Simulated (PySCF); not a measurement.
## Calculated properties of `[AlH3-]` [radical]

Species: AlH3 (charge -1 and doublet state).
Z-matrix (Å and degrees, PBE0-D3(BJ)/def2-SVP geometry), rows numbered from 1:
```
Al
H   1  1.6464
H   1  1.6463  2  110.98
H   1  1.6464  2  111.00  3  -123.88
```

**PBE0-D3(BJ)/def2-SVP geometry optimisation, gas phase (PySCF)**

```
Point group                  : C3v
Rotational constants A, B, C : 114.695, 114.633, 68.114 GHz
```

UKS B3LYP, IGLO-III on Al, pcH-1 on H, non-relativistic, mean-field spin-orbit, GIAO (PySCF):

```
Isotropic g value                                                      : 2.00267
Principal g values                                                     : 2.00223, 2.00289, 2.00289
Spin squared ⟨S²⟩                                                      : 0.751
Largest Mulliken spin population                                       : 0.96 on Al1
Largest isotropic hyperfine couplings (means over sets of like nuclei) : 27Al +420.5 (Al1), 1H +30.7 (H2/H3/H4) MHz
```

Monoisotopic mass of the ion (most abundant isotopes, electron mass counted): 30.0056 u.

The rotational constants are those of an oblate symmetric top; the small spread among constants that symmetry makes equal is optimisation noise. ⟨S²⟩ is 0.001 above the pure-spin value S(S + 1) = 0.75. g_iso is shifted by about +350 ppm from the free-electron value 2.002319; the principal values span 0.0007. At 9.50 GHz, hν = g·μB·B₀ (B₀ the magnetic field) puts the centre of the isotropic spectrum, to first order, at 338.9 mT. With B = h/(8π²I), that is 505.379 GHz u Å² over I, the principal moments of inertia are 4.41, 4.41 and 7.4 u Å² (most abundant isotopes); the inertial defect Ic − Ia − Ib is -1.4 u Å² (zero for a rigid planar frame, negative otherwise).

Whether the extra electron is bound in the gas phase wasn't checked; a finite basis holds it in any case. The geometry's basis has no diffuse functions, a weakness for an anion.

For the EPR job (B3LYP), the run took 2.1 s wall on x86-64 server, one thread, shared host.
